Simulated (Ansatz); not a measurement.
**Si2H2+ (quartet): the correlation ladder, 6-31G**

How much of the correlation energy of Si2H2+ (quartet) does each wave-function method recover here?

Program: Ansatz 0.2.0, Gaussian basis. Level of theory: 6-31G, core rule «outside noble gas», up to 10 orbitals frozen. These are calculated values, not measurements.

Plan: UHF; CCSD(T) on ROHF; CCSD(T) on UHF; BCCD(T) on ROHF; CISD; CCSDT(Q) on ROHF; CCSDT(Q) on UHF; CISDTQ; CCSDTQ on ROHF; CCSDTQ on UHF; CASSCF and MRCISD+Q, 9 electrons in 10 orbitals; CASSCF and MRCISD+Q(relaxed), 9 electrons in 10 orbitals; CASSCF and NEVPT2, 9 electrons in 10 orbitals; Full CI.

6 further runs of the same task are left out: 6 set aside as unsound or not needed.

## 1. The system

The geometry is a PBE0/def2-TZVP stationary point (not a proven minimum) of the parent state, kept for this charge and spin.

4 atoms, charge 1, spin multiplicity 4.

Atoms are counted from 1 here; the program's logs count them from 0.

Bond lengths: Si1–Si2 2.273 Å, Si1–H3 1.514 Å, Si2–H4 1.514 Å. Angles: Si2–Si1–H3 104.6°, Si1–Si2–H4 104.6°.

## 2. UHF

File in.yaml:

```yaml
crystal:
  periodic: [false, false, false]
  atoms:
    - {symbol: Si, position_ang: [0.000000, -0.135595, 1.128508]}
    - {symbol: Si, position_ang: [0.000000, 0.135595, -1.128508]}
    - {symbol: H, position_ang: [0.000000, 1.273421, 1.682307]}
    - {symbol: H, position_ang: [0.000000, -1.273421, -1.682307]}
basis:
  gaussian: {orbitals: 6-31G}
total_charge: 1
magnetization: {spin_polarized: true, initial_magnetization: 3}
hamiltonian: {xc: hf}
output: {orbitals: {seedname: orbitals}}
```

Launch:

```console
ansatz run in.yaml --threads 1 --pin off --events-out ev --progress --plain --max-ram 4096MiB --backend cpu
```

The runs that follow: CCSD(T) on ROHF; CCSD(T) on UHF; BCCD(T) on ROHF; CISD; CCSDT(Q) on ROHF; CCSDT(Q) on UHF; CISDTQ; CCSDTQ on ROHF; CCSDTQ on UHF; CASSCF and MRCISD+Q, 9 electrons in 10 orbitals; CASSCF and MRCISD+Q(relaxed), 9 electrons in 10 orbitals; CASSCF and NEVPT2, 9 electrons in 10 orbitals; Full CI.

**Question.** What will the summary of the whole plan be? Wanted: FCI below the RHF energy; RMP2 from FCI; UMP2 from FCI; RCCSD from FCI; RCCSD(T) from FCI; UCCSD(T) from FCI; RCCSDT(Q) from FCI; UCCSDT(Q) from FCI; NEVPT2 valence from FCI.

**Answer**, as computed:

```
                          quantity                                                                                                                                                     value
          FCI below the RHF energy                                                                                                                                                -2.5536 eV
                     RMP2 from FCI                                                                                                                                           +17.99 kcal/mol
                     UMP2 from FCI                                                                                                                                           +17.82 kcal/mol
                    RCCSD from FCI                                                                                                                                            +1.78 kcal/mol
                 RCCSD(T) from FCI                                                                                                                                            +0.62 kcal/mol
                 UCCSD(T) from FCI                                                                                                                                            +0.62 kcal/mol
                RCCSDT(Q) from FCI                                                                                                                                            +0.03 kcal/mol
                UCCSDT(Q) from FCI                                                                                                                                            +0.02 kcal/mol
           NEVPT2 valence from FCI                                                                                                                                            +3.90 kcal/mol
         MRCISD+Q valence from FCI                                                                                                                                            +0.19 kcal/mol
MRCISD+Q(relaxed) valence from FCI                                                                                                                                             0.00 kcal/mol
 levels within 1 kcal/mol (43 meV)  RCCSD(T), UCCSD(T), BCCD(T), RCCSDT, UCCSDT, CISDTQ, RCCSDT(Q), UCCSDT(Q), RCCSDTQ, UCCSDTQ, MRCISD valence, MRCISD+Q valence, MRCISD+Q(relaxed) valence
                     T1 diagnostic                                                                                                                                                     0.017
    effectively unpaired electrons                                                                                                                                                      3.04
```

In words: RCCSD(T) lands +0.62 kcal/mol from the yardstick (1.1 % of the correlation energy). One determinant dominates. Of the multireference levels listed MRCISD+Q(relaxed) valence comes nearest in total energy (0.00 kcal/mol), which doesn't show that its space is the better one. These misses are within one basis, not against nature; the frozen cores of restricted and unrestricted runs differ, which can shift their rows.
